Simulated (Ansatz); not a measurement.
# BSiC (doublet): wave-function methods side by side at a displaced geometry (v2), cc-pVDZ

How much of the correlation energy of BSiC (doublet) does each wave-function method recover here?

Method: cc-pVDZ, core rule «outside noble gas», up to 7 orbitals frozen; program: Ansatz 0.2.0, Gaussian basis.

To be run: UHF; CCSD(T) on ROHF; CCSD(T) on UHF; BCCD(T) on ROHF; CISD; CCSDT(Q) on ROHF; CCSDT(Q) on UHF; CASSCF and MRCISD+Q, 9 electrons in 9 orbitals; CASSCF and NEVPT2, 9 electrons in 9 orbitals.

22 further runs of the same task are left out: 10 that didn't finish, 12 set aside as unsound or not needed.

## (1) The system

The geometry is a PBE0/def2-TZVP stationary point (not a proven minimum) with its atoms shifted at random (size 0.100 Å).

3 atoms, charge 0, spin multiplicity 2.

Atoms are counted from 1 here; the program's logs count them from 0.

Bond lengths: B1–C2 1.391 Å, C2–Si3 1.670 Å. Angles: B1–C2–Si3 170.5°.

In the tables R marks a restricted open-shell determinant and U an unrestricted one; 'frontier' is the active space of 9 electrons in 9 orbitals; energies count from the table's Hartree-Fock row.

## (2) UHF

Contents of in.yaml:

```yaml
crystal:
  periodic: [false, false, false]
  atoms:
    - {symbol: B, position_ang: [0.084376, 0.005225, -1.477136]}
    - {symbol: C, position_ang: [-0.080498, 0.013599, -0.095542]}
    - {symbol: Si, position_ang: [-0.003878, -0.018825, 1.572678]}
basis:
  gaussian: {orbitals: cc-pVDZ}
magnetization: {spin_polarized: true, initial_magnetization: 1}
hamiltonian: {xc: hf}
output: {orbitals: {seedname: orbitals}}
```

Started as:

```
ansatz run in.yaml --threads 1 --pin off --events-out ev --progress --plain --max-ram 2393MiB
```

What it wrote:

```text
Functional definition: HF
  name "HF"
  cite "Fock, Z. Phys. 61, 126 (1930) doi:10.1007/BF01340294"
  parent pbe
  exchange = exact_x
  correlation = 0
453 factors; integrals over basis functions are off by at most 8.9e-4 eV
mean field evaluation 1: about -9555.5401 eV, gradient 2.3e1 eV
mean field evaluation 2: about -9555.5447 eV, gradient 2.3e1 eV
mean field evaluation 4: about -9559.3953 eV, gradient 3.7e0 eV
mean field evaluation 8: about -9559.8917 eV, gradient 5.3e-1 eV
mean field evaluation 16: about -9559.9570 eV, gradient 2.0e-5 eV
mean field evaluation 32: about -9549.5645 eV, gradient 1.8e1 eV
mean field evaluation 64: about -9559.2388 eV, gradient 3.0e0 eV
mean field evaluation 96: about -9557.9961 eV, gradient 3.0e0 eV
mean field evaluation 128: about -9558.0421 eV, gradient 1.4e0 eV
mean field evaluation 160: about -9550.0729 eV, gradient 9.4e0 eV
mean field -9559.95695040 eV, -351.3219379556 hartree, gradient 2.0e-5 eV, S^2 1.050052; 1 other end points of the search recorded, 0 dependent functions left out
reference -9559.95695040 eV, -351.3219379556 hartree; 13, 12 occupied and 33, 34 virtual orbitals, 453 factors
Total energy: -9559.95695040 eV, -351.3219379556 hartree
```

Run time: 1.2 s. Hardware: 1 thread of Arm Neoverse V1, shared host.

From the report: ⟨S²⟩ of the determinant 1.050 (pure doublet: 0.75).

## (3) CCSD(T) on ROHF

in.yaml, as its differences from that of step 2:

```diff
@@ -8,4 +8,3 @@
   gaussian: {orbitals: cc-pVDZ}
-magnetization: {spin_polarized: true, initial_magnetization: 1}
-hamiltonian: {xc: hf}
-output: {orbitals: {seedname: orbitals}}
+magnetization: {spin_polarized: false, initial_magnetization: 1}
+correlation: {method: ccsd_t, electrons: outside_noble_gas}
```

Launched as before.

What it wrote (excerpt; [...] marks lines left out):

```text
Functional definition: HF
  name "HF"
  cite "Fock, Z. Phys. 61, 126 (1930) doi:10.1007/BF01340294"
  parent pbe
[...]
453 factors; integrals over basis functions are off by at most 8.9e-4 eV
[...]
mean field -9559.77196393 eV, -351.3151398282 hartree, gradient 1.9e-6 eV, S^2 0.750000; 4 other end points of the search recorded, 0 dependent functions left out
[...]
determinant -9559.77196393 eV, -351.3151398282 hartree, with singles and doubles -9567.27257304 eV, -351.5907821291 hartree
determinant -9558.22650123 eV, -351.2583451214 hartree, with singles and doubles -9565.46406597 eV, -351.5243207200 hartree
7 core orbitals not correlated: weight in the atoms' cores, before any rotation towards them, 1.000 or more for the frozen orbitals, at most 0.000 for the correlated occupied ones
reference -9559.77196393 eV, -351.3151398282 hartree; 6, 5 occupied and 33, 34 virtual orbitals, 453 factors
second order -6.93462033 eV of doubles, -0.03087456 eV of singles
cycle   1  -7.50142708 eV  change   -8.2e-4 eV  update   2.3e-3
[...]
cycle   9  -7.50331988 eV  change   -5.6e-6 eV  update   1.0e-5
perturbative correction -0.52711493 eV, -0.0193711163 hartree
Total energy: -9567.80239873 eV, -351.6102528640 hartree
```

It took 6 s on 1 thread of Arm Neoverse V1, shared host.

From the report: correlation -8.0304 eV; T1 0.034; largest double amplitude 0.07.

## (4) CCSD(T) on UHF

in.yaml, as its differences from that of step 3:

```diff
@@ -8,3 +8,3 @@
   gaussian: {orbitals: cc-pVDZ}
-magnetization: {spin_polarized: false, initial_magnetization: 1}
+magnetization: {spin_polarized: true, initial_magnetization: 1}
 correlation: {method: ccsd_t, electrons: outside_noble_gas}
```

Same command.

What it wrote (excerpt; [...] marks lines left out):

```text
Functional definition: HF
  name "HF"
  cite "Fock, Z. Phys. 61, 126 (1930) doi:10.1007/BF01340294"
  parent pbe
[...]
453 factors; integrals over basis functions are off by at most 8.9e-4 eV
[...]
mean field -9559.95695040 eV, -351.3219379556 hartree, gradient 5.3e-6 eV, S^2 1.050052; 23 other end points of the search recorded, 0 dependent functions left out
determinant -9559.95695040 eV, -351.3219379556 hartree, with singles and doubles -9567.27824768 eV, -351.5909906680 hartree
determinant -9558.32695725 eV, -351.2620368122 hartree, with singles and doubles -9565.41780282 eV, -351.5226205805 hartree
determinant -9558.30540992 eV, -351.2612449623 hartree, with singles and doubles -9565.46575092 eV, -351.5243826407 hartree
determinant -9558.30336599 eV, -351.2611698494 hartree, with singles and doubles -9565.46618391 eV, -351.5243985529 hartree
[...]
determinant -9557.21486999 eV, -351.2211683591 hartree, with singles and doubles -9563.98904121 eV, -351.4701145599 hartree
determinant -9556.77337074 eV, -351.2049435611 hartree, with singles and doubles -9563.97974495 eV, -351.4697729286 hartree
determinant -9556.75821598 eV, -351.2043866340 hartree, with singles and doubles -9563.96398926 eV, -351.4691939175 hartree
7 core orbitals not correlated: weight in the atoms' cores, before any rotation towards them, 1.000 or more for the frozen orbitals, at most 0.000 for the correlated occupied ones
reference -9559.95695040 eV, -351.3219379556 hartree; 6, 5 occupied and 33, 34 virtual orbitals, 453 factors
second order -6.60907006 eV of doubles, -0.00000000 eV of singles
cycle   1  -7.32062553 eV  change    6.7e-4 eV  update   3.5e-3
[...]
cycle   9  -7.32597734 eV  change   -2.9e-6 eV  update   6.7e-6
perturbative correction -0.48436302 eV, -0.0178000128 hartree
Total energy: -9567.76729076 eV, -351.6089626697 hartree
```

It took 13 s on 1 thread of Arm Neoverse V1, shared host.

From the report: ⟨S²⟩ of the determinant 1.050 (pure doublet: 0.75); correlation -7.8103 eV; T1 0.051; largest double amplitude 0.07.

## (5) BCCD(T) on ROHF

in.yaml, as its differences from that of step 4:

```diff
@@ -8,3 +8,3 @@
   gaussian: {orbitals: cc-pVDZ}
-magnetization: {spin_polarized: true, initial_magnetization: 1}
-correlation: {method: ccsd_t, electrons: outside_noble_gas}
+magnetization: {spin_polarized: false, initial_magnetization: 1}
+correlation: {method: bccd_t, electrons: outside_noble_gas}
```

Same command.

What it wrote (excerpt; [...] marks lines left out):

```text
Functional definition: HF
  name "HF"
  cite "Fock, Z. Phys. 61, 126 (1930) doi:10.1007/BF01340294"
  parent pbe
[...]
453 factors; integrals over basis functions are off by at most 8.9e-4 eV
[...]
mean field -9559.77196393 eV, -351.3151398282 hartree, gradient 1.9e-6 eV, S^2 0.750000; 4 other end points of the search recorded, 0 dependent functions left out
[...]
determinant -9559.77196393 eV, -351.3151398282 hartree, with singles and doubles -9567.27257304 eV, -351.5907821291 hartree
determinant -9558.22650123 eV, -351.2583451214 hartree, with singles and doubles -9565.46406597 eV, -351.5243207200 hartree
7 core orbitals not correlated: weight in the atoms' cores, before any rotation towards them, 1.000 or more for the frozen orbitals, at most 0.000 for the correlated occupied ones
reference -9559.77196393 eV, -351.3151398282 hartree; 6, 5 occupied and 33, 34 virtual orbitals, 453 factors
second order -6.93462033 eV of doubles, -0.03087456 eV of singles
cycle   1  -7.46461469 eV  change    3.6e-2 eV  update   1.7e-2
[...]
cycle  12  -7.47801761 eV  change    5.1e-6 eV  update   1.2e-5
perturbative correction -0.55407511 eV, -0.0203618847 hartree
Total energy: -9567.80405665 eV, -351.6103137913 hartree
```

Wall time 6.5 s (1 thread of Arm Neoverse V1, shared host).

From the report: correlation -8.0321 eV; largest double amplitude 0.07.

## (6) CISD

in.yaml, as its differences from that of step 5:

```diff
@@ -9,2 +9,2 @@
 magnetization: {spin_polarized: false, initial_magnetization: 1}
-correlation: {method: bccd_t, electrons: outside_noble_gas}
+correlation: {active_space: {ras: {orbitals: [5, 1, 33], electrons: 11, max_holes: 2, max_particles: 2}, fixed_orbitals: true}}
```

Launched as before.

What it wrote:

```text
Functional definition: HF
  name "HF"
  cite "Fock, Z. Phys. 61, 126 (1930) doi:10.1007/BF01340294"
  parent pbe
  exchange = exact_x
  correlation = 0
453 factors; integrals over basis functions are off by at most 8.9e-4 eV
mean field evaluation 1: about -9555.5599 eV, gradient 3.1e1 eV
mean field evaluation 2: about -9555.5645 eV, gradient 3.1e1 eV
mean field evaluation 4: about -9559.4793 eV, gradient 4.6e0 eV
mean field evaluation 8: about -9559.7713 eV, gradient 2.7e-1 eV
mean field evaluation 16: about -9558.2264 eV, gradient 1.2e-1 eV
mean field evaluation 32: about -9559.7720 eV, gradient 7.3e-5 eV
mean field -9559.77196393 eV, -351.3151398282 hartree, gradient 1.9e-6 eV, S^2 0.750000; 4 other end points of the search recorded, 0 dependent functions left out
reference -9559.77196393 eV, -351.3151398282 hartree; 13, 12 occupied and 33, 34 virtual orbitals, 453 factors
state -9566.51771896 eV, -351.5630417533 hartree
Total energy: -9566.51771896 eV, -351.5630417533 hartree
```

Run time: 3 s. Hardware: 1 thread of Arm Neoverse V1, shared host.

From the report: 37,141 determinants.

## (7) CCSDT(Q) on ROHF

in.yaml, as its differences from that of step 6:

```diff
@@ -9,2 +9,2 @@
 magnetization: {spin_polarized: false, initial_magnetization: 1}
-correlation: {active_space: {ras: {orbitals: [5, 1, 33], electrons: 11, max_holes: 2, max_particles: 2}, fixed_orbitals: true}}
+correlation: {method: ccsdt_q, electrons: outside_noble_gas}
```

The command is unchanged.

What it wrote (excerpt; [...] marks lines left out):

```text
Functional definition: HF
  name "HF"
  cite "Fock, Z. Phys. 61, 126 (1930) doi:10.1007/BF01340294"
  parent pbe
[...]
842 factors; integrals over basis functions are off by at most 1.1e-7 eV
[...]
mean field -9559.77201190 eV, -351.3151415912 hartree, gradient 1.9e-6 eV, S^2 0.750000; 4 other end points of the search recorded, 0 dependent functions left out
[...]
determinant -9559.77201190 eV, -351.3151415912 hartree, with singles and doubles -9567.27262887 eV, -351.5907841807 hartree
determinant -9558.22654154 eV, -351.2583466028 hartree, with singles and doubles -9565.46411884 eV, -351.5243226627 hartree
7 core orbitals not correlated: weight in the atoms' cores, before any rotation towards them, 1.000 or more for the frozen orbitals, at most 0.000 for the correlated occupied ones
reference -9559.77201190 eV, -351.3151415912 hartree; 6, 5 occupied and 33, 34 virtual orbitals, 842 factors
second order -6.93463940 eV of doubles, -0.03087466 eV of singles
cycle   1  -7.06261723 eV  change   -9.6e-2 eV  update   1.4e-1
[...]
cycle  25  -8.06849332 eV  change   -2.3e-7 eV  update   1.3e-6
perturbative correction -0.05029622 eV, -0.0018483519 hartree
Total energy: -9567.89080144 eV, -351.6135016034 hartree
```

It took 43 s on 1 thread of Arm Neoverse V1, shared host; peak memory 0.48 GiB.

From the report: correlation -8.1188 eV; T1 0.037; largest double amplitude 0.10.

## (8) CCSDT(Q) on UHF

in.yaml, as its differences from that of step 7:

```diff
@@ -8,3 +8,3 @@
   gaussian: {orbitals: cc-pVDZ}
-magnetization: {spin_polarized: false, initial_magnetization: 1}
+magnetization: {spin_polarized: true, initial_magnetization: 1}
 correlation: {method: ccsdt_q, electrons: outside_noble_gas}
```

Launched as before.

What it wrote (excerpt; [...] marks lines left out):

```text
Functional definition: HF
  name "HF"
  cite "Fock, Z. Phys. 61, 126 (1930) doi:10.1007/BF01340294"
  parent pbe
[...]
842 factors; integrals over basis functions are off by at most 1.1e-7 eV
[...]
mean field -9559.95699969 eV, -351.3219397669 hartree, gradient 5.5e-6 eV, S^2 1.050054; 25 other end points of the search recorded, 0 dependent functions left out
determinant -9559.95699969 eV, -351.3219397669 hartree, with singles and doubles -9567.27830314 eV, -351.5909927063 hartree
determinant -9558.32699826 eV, -351.2620383193 hartree, with singles and doubles -9565.41785473 eV, -351.5226224884 hartree
determinant -9558.30545052 eV, -351.2612464546 hartree, with singles and doubles -9565.46580453 eV, -351.5243846110 hartree
determinant -9558.30340598 eV, -351.2611713190 hartree, with singles and doubles -9565.46623658 eV, -351.5244004884 hartree
[...]
determinant -9557.21492871 eV, -351.2211705172 hartree, with singles and doubles -9563.98909202 eV, -351.4701164271 hartree
determinant -9556.77341017 eV, -351.2049450101 hartree, with singles and doubles -9563.97979961 eV, -351.4697749373 hartree
determinant -9556.75825584 eV, -351.2043880988 hartree, with singles and doubles -9563.96404399 eV, -351.4691959290 hartree
7 core orbitals not correlated: weight in the atoms' cores, before any rotation towards them, 1.000 or more for the frozen orbitals, at most 0.000 for the correlated occupied ones
reference -9559.95699969 eV, -351.3219397669 hartree; 6, 5 occupied and 33, 34 virtual orbitals, 842 factors
second order -6.60908357 eV of doubles, -0.00000000 eV of singles
cycle   1  -6.83198209 eV  change   -2.2e-1 eV  update   1.3e-1
[...]
cycle  27  -7.88581688 eV  change   -6.5e-7 eV  update   5.1e-7
perturbative correction -0.06234375 eV, -0.0022910904 hartree
Total energy: -9567.90516031 eV, -351.6140292825 hartree
```

Wall time 51 s (1 thread of Arm Neoverse V1, shared host); peak memory 0.39 GiB.

From the report: ⟨S²⟩ of the determinant 1.050 (pure doublet: 0.75); correlation -7.9482 eV; T1 0.061; largest double amplitude 0.10.

## (9) CASSCF and MRCISD+Q, 9 electrons in 9 orbitals

in.yaml, as its differences from that of step 8:

```diff
@@ -8,3 +8,3 @@
   gaussian: {orbitals: cc-pVDZ}
-magnetization: {spin_polarized: true, initial_magnetization: 1}
-correlation: {method: ccsdt_q, electrons: outside_noble_gas}
+magnetization: {spin_polarized: false, initial_magnetization: 1}
+correlation: {method: fic_mrcisd_q, electrons: outside_noble_gas, active_space: {window: {electrons: 9, orbitals: 9}}}
```

The command is unchanged.

What it wrote (excerpt; [...] marks lines left out):

```text
Functional definition: HF
  name "HF"
  cite "Fock, Z. Phys. 61, 126 (1930) doi:10.1007/BF01340294"
  parent pbe
[...]
453 factors; integrals over basis functions are off by at most 8.9e-4 eV
[...]
mean field -9559.77196393 eV, -351.3151398282 hartree, gradient 1.9e-6 eV, S^2 0.750000; 4 other end points of the search recorded, 0 dependent functions left out
reference -9559.77196393 eV, -351.3151398282 hartree; 13, 12 occupied and 33, 34 virtual orbitals, 453 factors
state -9562.25166641 eV, -351.4062672137 hartree
contracted CI cycle   1: correlation 0.00000000 eV, 0.0000000000 hartree, residual 1.79e1 eV
contracted CI cycle   2: correlation -4.87731616 eV, -0.1792380628 hartree, residual 3.52e0 eV
contracted CI cycle   3: correlation -5.07990657 eV, -0.1866831230 hartree, residual 8.60e-1 eV
[...]
contracted CI cycle   3: correlation -5.01445990 eV, -0.1842780023 hartree, residual 1.09e0 eV
contracted CI cycle   4: correlation -5.03627713 eV, -0.1850797707 hartree, residual 3.77e-1 eV
contracted CI cycle   5: correlation -5.03910924 eV, -0.1851838488 hartree, residual 1.50e-1 eV
contracted CI cycle   6: correlation -5.03954211 eV, -0.1851997564 hartree, residual 5.64e-2 eV
contracted CI cycle   7: correlation -5.03959468 eV, -0.1852016884 hartree, residual 1.83e-2 eV
contracted CI cycle   8: correlation -5.03960043 eV, -0.1852018997 hartree, residual 5.64e-3 eV
contracted CI cycle   9: correlation -5.03960099 eV, -0.1852019206 hartree, residual 1.75e-3 eV
contracted CI cycle  10: correlation -5.03960105 eV, -0.1852019227 hartree, residual 5.59e-4 eV
state -9562.15370486 eV, -351.4026671930 hartree; corrected -9567.73132673 eV, -351.6076410161 hartree
state -9562.25166641 eV, -351.4062672137 hartree; corrected -9567.83955264 eV, -351.6116182448 hartree
Total energy: -9567.83955264 eV, -351.6116182448 hartree
```

It took 21 s on 1 thread of Arm Neoverse V1, shared host; peak memory 0.38 GiB.

From the report: 7,920 determinants; active occupations 1.99, 1.97, 1.89, 1.89, 1.00, 0.09, 0.09, 0.04, 0.04.

## (10) CASSCF and NEVPT2, 9 electrons in 9 orbitals

in.yaml, as its differences from that of step 9:

```diff
@@ -9,2 +9,2 @@
 magnetization: {spin_polarized: false, initial_magnetization: 1}
-correlation: {method: fic_mrcisd_q, electrons: outside_noble_gas, active_space: {window: {electrons: 9, orbitals: 9}}}
+correlation: {method: sc_nevpt2, electrons: outside_noble_gas, active_space: {window: {electrons: 9, orbitals: 9}}}
```

The command is unchanged.

What it wrote (excerpt; [...] marks lines left out):

```text
Functional definition: HF
  name "HF"
  cite "Fock, Z. Phys. 61, 126 (1930) doi:10.1007/BF01340294"
  parent pbe
[...]
453 factors; integrals over basis functions are off by at most 8.9e-4 eV
[...]
mean field -9559.77196393 eV, -351.3151398282 hartree, gradient 1.9e-6 eV, S^2 0.750000; 4 other end points of the search recorded, 0 dependent functions left out
reference -9559.77196393 eV, -351.3151398282 hartree; 13, 12 occupied and 33, 34 virtual orbitals, 453 factors
state -9562.25166641 eV, -351.4062672137 hartree
state -9562.25166641 eV, -351.4062672137 hartree; corrected -9566.89768654 eV, -351.5770053043 hartree
state -9562.15370486 eV, -351.4026671930 hartree
state -9562.15370486 eV, -351.4026671930 hartree; corrected -9566.64439495 eV, -351.5676970099 hartree
state -9562.25166641 eV, -351.4062672137 hartree; corrected -9566.89768654 eV, -351.5770053043 hartree
Total energy: -9566.89768654 eV, -351.5770053043 hartree
```

It took 17 s on 1 thread of Arm Neoverse V1, shared host.

From the report: 7,920 determinants; active occupations 1.99, 1.97, 1.89, 1.89, 1.00, 0.09, 0.09, 0.04, 0.04.

## (11) All levels against the top one

No level here is safe as a reference; RCCSDT(Q) serves as a yardstick only. Rows without a time come out of other runs: HF, MP2 and CCSD of CCSD(T), CCSDT of CCSDT(Q), CASSCF and MRCISD of the multireference runs.

Differences are taken before rounding.

```tsv
method	energy from the lowest RHF (meV)	from RCCSDT(Q) (meV)	time
RHF	0.0	+8118.8	
UHF	-185.0	+7933.9	
RMP2	-6965.5	+1153.3	
UMP2	-6794.1	+1324.8	
CISD	-6745.8	+1373.1	3 s
RCCSD	-7503.3	+615.5	
UCCSD	-7511.0	+607.9	
RCCSD(T)	-8030.4	+88.4	6 s
UCCSD(T)	-7995.3	+123.5	13 s
BCCD(T)	-8032.1	+86.7	6.5 s
RCCSDT	-8068.5	+50.3	
UCCSDT	-8070.9	+48.0	
RCCSDT(Q)	-8118.8	0	43 s
UCCSDT(Q)	-8133.2	-14.4	51 s
CASSCF frontier	-2479.7	+5639.1	
NEVPT2 frontier	-7125.7	+993.1	17 s
MRCISD frontier	-7572.5	+546.3	
MRCISD+Q frontier	-8067.6	+51.2	21 s
```

Among the levels timed on like hardware and quicker than the yardstick, those that no quicker one beats, quickest first: CISD (3 s, +1373.1 meV); RCCSD(T) (6 s, +88.4 meV); BCCD(T) (6.5 s, +86.7 meV); MRCISD+Q frontier (21 s, +51.2 meV).

## (12) Summary of results

| quantity | value |
| --- | --- |
| RCCSDT(Q) below the RHF energy | -8.1188 eV |
| RMP2 from RCCSDT(Q) | +1153.3 meV |
| UMP2 from RCCSDT(Q) | +1324.8 meV |
| RCCSD from RCCSDT(Q) | +615.5 meV |
| RCCSD(T) from RCCSDT(Q) | +88.4 meV |
| UCCSD(T) from RCCSDT(Q) | +123.5 meV |
| UCCSDT(Q) from RCCSDT(Q) | -14.4 meV |
| NEVPT2 frontier from RCCSDT(Q) | +993.1 meV |
| MRCISD+Q frontier from RCCSDT(Q) | +51.2 meV |
| T1 diagnostic | 0.034 |

**Reading.** RCCSD(T) lands +88.4 meV from the yardstick (1.1 % of the correlation energy). CCSD(T) misses by +88.4 meV on the restricted determinant and by +123.5 meV on the unrestricted one; the two need not hold the same state or core. Warnings: spin contamination.
